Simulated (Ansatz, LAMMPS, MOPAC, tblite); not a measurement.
Diamond-structure Si: properties by level of theory

Reference values: elastic constant C11 168 GPa (measured, low temperature, zero-point motion not removed; as tabulated in Tanner et al. (2021), arXiv:2110.11888); elastic constant C44 80.2 GPa (measured, low temperature, zero-point motion not removed; as tabulated in Tanner et al. (2021), arXiv:2110.11888).

```tsv
level (code)	elastic constant C11 (GPa)	elastic constant C44 (GPa)
GFN2-xTB (tblite)	155	59.6
PM7 semi-empirical Hartree-Fock (MOPAC)	274	128
SNAP Si_Zuo_JPCA2020.snap (LAMMPS)	128	?
LDA (Ansatz)	?	75.5
B3LYP (VWN-RPA form) (Ansatz)	?	82.8
```

Q: Fill in the missing entries.

A: 
- SNAP Si_Zuo_JPCA2020.snap (LAMMPS), elastic constant C44 (GPa): 70.8
- LDA (Ansatz, a quantum-chemistry and plane-wave program), elastic constant C11 (GPa): 161
- B3LYP (VWN-RPA form) (Ansatz), elastic constant C11 (GPa): 163

Differences from the reference values (errors of the level alone only where the reference is corrected to a static lattice):

```json
[
 {"level": "GFN2-xTB", "elastic constant C11 (%)": "-7.7", "elastic constant C44 (%)": "-26"},
 {"level": "PM7 semi-empirical Hartree-Fock (MOPAC)", "elastic constant C11 (%)": "+63", "elastic constant C44 (%)": "+60"},
 {"level": "SNAP Si_Zuo_JPCA2020.snap", "elastic constant C11 (%)": "-24", "elastic constant C44 (%)": "-11.7"},
 {"level": "LDA", "elastic constant C11 (%)": "-4.2", "elastic constant C44 (%)": "-5.9"},
 {"level": "B3LYP (VWN-RPA form)", "elastic constant C11 (%)": "-3.0", "elastic constant C44 (%)": "+3.2"}
]
```

Nearest: elastic constant C11, not ranked (one source); elastic constant C44, not ranked (one source). Empirical potentials aren't ranked on values they can be fitted to.

Machine-learned potentials (SNAP Si_Zuo_JPCA2020.snap) are trained on DFT data: a solid inside that data is no test of them.

Caveats: the method was fitted mainly to molecules (GFN2-xTB, PM7 semi-empirical Hartree-Fock (MOPAC)); the run uses a supercell at the zone centre in place of a k mesh (GFN2-xTB, PM7 semi-empirical Hartree-Fock (MOPAC)). Ansatz's density-functional and Hartree–Fock values are scalar-relativistic unless marked +SOC, with PAW data made under PBE.

Unless a cell is named, each level is at its own relaxed cell (GFN2-xTB 19.57, PM7 semi-empirical Hartree-Fock (MOPAC) 18.26, SNAP Si_Zuo_JPCA2020.snap 20.50, LDA 19.70, B3LYP (VWN-RPA form) 20.64 Å³/atom).

Differences are worked out from the printed values.

Static lattice: no zero-point or thermal effects.
